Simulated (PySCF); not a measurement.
Where does 2,5-dihydrofuran take a proton?

Molecule: 2,5-dihydrofuran, `C1=CCOC1` (C4H6O). Coordinates in Å; atoms count from 1 in this order:
```
C    -0.7276    0.8182   -0.2146
C     0.5667    0.9592    0.0667
C     1.1769   -0.3919    0.2795
O     0.1254   -1.3093    0.0787
C    -1.0795   -0.6374   -0.2110
H    -1.4426    1.6163   -0.4201
H     1.1212    1.8962    0.1373
H     1.5996   -0.5014    1.2989
H     2.0042   -0.5940   -0.4302
H    -1.8511   -0.8774    0.5484
H    -1.4809   -0.9733   -1.1883
```

Level of theory: ωB97X-D3(BJ)/def2-TZVP single points in PySCF, grid level 2; every species was optimised with PBE0-D3(BJ)/def2-SVP. ωB97X-D3(BJ) is ωB97X-V with D3(BJ) in place of VV10. Zero-point and thermal terms (298.15 K, 1 bar) come from unscaled PBE0-D3(BJ)/def2-SVP harmonic frequencies, with soft modes damped to free rotors in the entropy.

```tsv
site	product	PA / eV	GB / eV
O4 (ether oxygen)	C1=CC[OH+]C1	8.46	8.15
```

PA is −ΔH and GB is −ΔG of B + H⁺ → BH⁺ in the gas phase. Sites whose products fell apart, merged with another or lost in a GFN2-xTB screen aren't listed.

In methanol the product from O4 is solvated 2.54 eV more strongly than the parent (electrostatics only).

In THF the product from O4 is solvated 2.26 eV more strongly than the parent (electrostatics only).

Measured values (NIST Chemistry WebBook, evaluated or the median of agreeing entries): proton affinity (−ΔH) 823 kJ/mol (computed 816, difference -7); gas-phase basicity (−ΔG) 796 kJ/mol (computed 786, difference -10).
